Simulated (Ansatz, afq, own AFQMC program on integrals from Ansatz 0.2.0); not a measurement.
Integrals from Ansatz 0.2.0, then the random walk in our own AFQMC program (afq).

```yaml
crystal:
  periodic: [false, false, false]
  atoms:
    - {symbol: Br, position_ang: [0.000000, 0.000000, -2.352771]}
    - {symbol: H, position_ang: [0.000000, 0.000000, -0.455771]}
    - {symbol: N, position_ang: [0.000000, 0.000000, 1.984313]}
    - {symbol: C, position_ang: [0.000000, 0.000000, 0.824229]}
basis:
  gaussian: {orbitals: cc-pVTZ}
magnetization: {spin_polarized: true, initial_magnetization: 1}
correlation: {method: ccsd_t, electrons: outside_noble_gas, hamiltonian_folder: ham}
```

```sh
$ ansatz run in.yaml --threads 1 --pin off --events-out ev --progress --plain --max-ram 16896MiB --backend cuda --devices 0, --max-vram 18GiB
```

afq runs on the folder ham with

```
--method phaseless --trial cisd --walkers 1500 --populations 20 --least-time 60 --time-step 0.005 --steps-per-block 50 --equilibration-blocks 28 --max-blocks 4000 --target-error 0.00024 --factor-cut 1e-05 --start spin_pure --seed 4140 --release-times 0.24,0.51,0.99,1.5 --release-step 0.03 --release-every 4 --taylor-order 6
```

Times are imaginary, in 1/Eh. The walk had a cap of 258 s. With eight or more populations the least sampling time is a fifth of least-time, and the error comes from their spread. Filled inner d shells are frozen with the cores.

afq prints:

```
orbitals 101  electrons 9 8  factors 652 of 713
reference energy -2665.30739679 Eh
CCSD correlation -0.51219516 Eh in 11 cycles, weight of the determinant in the CISD state 0.8272
energy of the start -2665.818901 Eh
 block  time / (1/Eh)  mean weight  energy / Eh
     1     0.250  0.9989  -2665.809565
     2     0.500  0.9992  -2665.818803
     3     0.750  0.9993  -2665.829125
     4     1.000  1.0005  -2665.831726
     5     1.250  1.0008  -2665.837179
     7     1.750  0.9997  -2665.844004
     9     2.250  1.0002  -2665.848564
    13     3.250  0.9999  -2665.841395
    25     6.250  1.0007  -2665.847194
    37     9.250  0.9995  -2665.847835
    49    12.250  1.0004  -2665.841322
    61    15.250  1.0001  -2665.840285
    73    18.250  0.9992  -2665.854233
    85    21.250  0.9998  -2665.845903
    97    24.250  0.9994  -2665.844355
   109    27.250  1.0007  -2665.847439
   121    30.250  0.9995  -2665.841947
   133    33.250  1.0002  -2665.843623
   145    36.250  0.9998  -2665.841486
   157    39.250  1.0000  -2665.843564
   169    42.250  1.0000  -2665.847598
   181    45.250  0.9998  -2665.845612
   193    48.250  1.0003  -2665.839684
   205    51.250  0.9991  -2665.845703
   217    54.250  0.9999  -2665.842187
   229    57.250  1.0004  -2665.840093
   241    60.250  1.0002  -2665.846125
error from the spread of 20 populations
released: time / (1/Eh)  energy / Eh  error  mean overlap
  0.24  -2665.845280  0.000393  0.9958
  0.51  -2665.845496  0.000376  0.9942
  0.99  -2665.846123  0.000446  0.9869
  1.50  -2665.846570  0.000556  0.9717
energy -2665.844923 +/- 0.000448 Eh
(rows thinned)
```

The run passed its tests (sampling time, drift between the halves within three errors, error under three times the target), which doesn't prove that it has relaxed, ending at its cap on processor time.

Against this walk (error 12.2 meV) on the same determinant: CCSD(T) 25.4 meV higher. The error is statistical and leaves out the bias of the constraint. None of these is a sure reference here. The released energies are still falling (meV from the phaseless value at times in 1/Eh: -10 ± 11 at 0.24, -16 ± 10 at 0.51, -33 ± 12 at 0.99, -45 ± 15 at 1.50), so they give no level.

Cautions: constraint bias not in the error; error above the target (12.2 against 6.5 meV); no relativity below Rb; no spin-orbit coupling; inner d shell frozen.

The walk took 4.3 min on 1 × NVIDIA H100 80GB HBM3 with 2 threads of AMD EPYC 7R13 Processor (Zen 3), with other jobs on the host (the card was shared). The log's last line is the phaseless energy.

A walk keeps the symmetry of its determinant, which the program's search chose and which needn't be the lowest solution, so a lower state of the same spin and another symmetry isn't excluded.
